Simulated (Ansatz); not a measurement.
C4H4ClF can be A, `FC#CCCCl`, or B, `FC1=CCC1Cl`.

Computed with Ansatz on PBE0-D4/def2-TZVP structures; ΔE is electronic, products minus reactants. CBS: MP2 limit from def2 TZ/QZ plus the TZ coupled-cluster correction, frozen cores. Functionals use def2-TZVPP. B3LYP here is the variant with VWN-RPA as its local correlation; programs differ in this. One conformer a species, not always the lowest.

A:

```xyz
10

F    -0.639    1.297    3.257
C    -0.389    0.649    2.189
C    -0.153    0.028    1.196
C     0.130   -0.690   -0.038
C     0.106    0.253   -1.230
Cl    0.453   -0.630   -2.736
H    -0.606   -1.485   -0.189
H     1.110   -1.173    0.024
H    -0.872    0.717   -1.344
H     0.860    1.032   -1.130
```

B:

```xyz
10

F     0.187   -2.252   -0.782
C     0.031   -0.982   -0.477
C    -0.548    0.054   -1.074
C    -0.187    0.980    0.070
C     0.543   -0.239    0.704
Cl   -0.040   -0.771    2.297
H    -1.053    0.206   -2.017
H    -1.026    1.324    0.675
H     0.466    1.821   -0.173
H     1.626   -0.141    0.778
```

(1) Which isomer does CCSD(T)/CBS put lower? Give the gap. (An estimate is asked.)

(2) Give E(B) − E(A) in kcal/mol with B3LYP, B3LYP-D4, MP2/def2-TZVPP, B2PLYP, HF/def2-TZVPP, CCSD(T)/def2-TZVPP, PBE-D4. (Best estimate.)

Largest T1 diagnostic: 0.011.

Answers

(1) The calculation gave: B, by 23.0 kcal/mol.

(2) The calculation gave: B3LYP -20.2, B3LYP-D4 -21.5, MP2/def2-TZVPP -22.5, B2PLYP -20.6, HF/def2-TZVPP -18.4, CCSD(T)/def2-TZVPP -22.8, PBE-D4 -25.7. None reverses the order clearly.

The D4 term adds −1.4 kcal/mol with B3LYP and −0.7 kcal/mol with PBE0; it sums over pairs of atoms, weighted by their polarisabilities, and B3LYP, whose exchange is more repulsive, gets the larger term. From PBE to PBE0 (25 % exact exchange), in def2-TZVPP and without D4, E(B) − E(A) moves by −1.1 kcal/mol.
